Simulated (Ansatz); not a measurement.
**C₄H₅N: small, medium and large basis sets**

Aim: see how fast density functionals converge with the basis set for C₄H₅N.

Method: one geometry, several basis sets; program: Ansatz 0.2.0, Gaussian basis.

The runs, in order: PBE0-D4/def2-SVP; ωB97M-V/def2-SVP; PBE0-D4/def2-QZVPP; ωB97M-V/def2-QZVPP; the functionals' def2-TZVPP values are taken from earlier runs.

## (1) The geometry

An earlier PBE0-D4 in a triple-zeta def2 set relaxation fixed the geometry.

SMILES `CC1=CC=N1`, 10 atoms, charge 0, spin multiplicity 1.

Atoms are counted from 1 here; the program's logs count them from 0.

Bond lengths: C1–C2 1.460 Å, C1–H6 1.096 Å, C1–H7 1.091 Å, C1–H8 1.095 Å, C2–C3 1.331 Å, C2–N5 1.553 Å, C3–C4 1.528 Å, C3–H9 1.080 Å, C4–N5 1.277 Å, C4–H10 1.090 Å. Angles: C2–C1–H6 109.9°, C2–C1–H7 111.5°, C2–C1–H8 109.9°, H6–C1–H7 109.4°, H6–C1–H8 106.5°, H7–C1–H8 109.5°, C1–C2–C3 141.4°, C1–C2–N5 125.0°, C3–C2–N5 93.6°, C2–C3–C4 84.3°, C2–C3–H9 136.8°, C4–C3–H9 139.0°, C3–C4–N5 97.1°, C3–C4–H10 135.9°, N5–C4–H10 127.0°, C2–N5–C4 85.0°.

As a file:

```xyz
10
charge 0, multiplicity 1
C    -1.42807   -0.59850    0.00529
C    -0.08178   -0.03379   -0.02124
C     1.00725    0.09454    0.73371
C     1.57044    0.83955   -0.47508
N     0.53924    0.73129   -1.22101
H    -2.16736    0.19210   -0.16384
H    -1.63576   -1.09273    0.95503
H    -1.54760   -1.31620   -0.81366
H     1.31626   -0.19954    1.72617
H     2.51055    1.33207   -0.72246
```

## (2) PBE0-D4 in def2-SVP

File in.yaml:

```yaml
crystal:
  periodic: [false, false, false]
  atoms:
    - {symbol: C, position_ang: [-1.428066, -0.598503, 0.005292]}
    - {symbol: C, position_ang: [-0.081775, -0.033785, -0.021244]}
    - {symbol: C, position_ang: [1.007254, 0.094542, 0.733712]}
    - {symbol: C, position_ang: [1.570442, 0.839547, -0.475079]}
    - {symbol: N, position_ang: [0.539241, 0.731287, -1.221006]}
    - {symbol: H, position_ang: [-2.167355, 0.192104, -0.163845]}
    - {symbol: H, position_ang: [-1.635757, -1.092731, 0.955026]}
    - {symbol: H, position_ang: [-1.547598, -1.316201, -0.813665]}
    - {symbol: H, position_ang: [1.316264, -0.199536, 1.726172]}
    - {symbol: H, position_ang: [2.510550, 1.332074, -0.722463]}
basis:
  gaussian: {orbitals: def2-SVP}
hamiltonian: {xc: pbe0, dispersion: d4}
output: {orbitals: {seedname: orbitals}}
```

On the command line:

```console
ansatz run in.yaml --threads 2 --pin off --events-out ev --progress --plain --max-ram 4352MiB
```

After this run come: ωB97M-V in def2-SVP; PBE0-D4 in def2-QZVPP; ωB97M-V in def2-QZVPP.

Before running them: what should the planned runs give, taken together? Wanted: PBE0-D4: double and triple zeta above quadruple; ωB97M-V: double and triple zeta above quadruple.

The runs gave:

```
                                       quantity          value
PBE0-D4: double and triple zeta above quadruple  6.60, 0.31 eV
ωB97M-V: double and triple zeta above quadruple  6.86, 0.29 eV
```

What this shows: PBE0-D4 gains 6.28 eV from double to triple zeta, then 0.31 eV more. These are total energies; as a rule much of such shifts cancels in differences, which this series doesn't test.
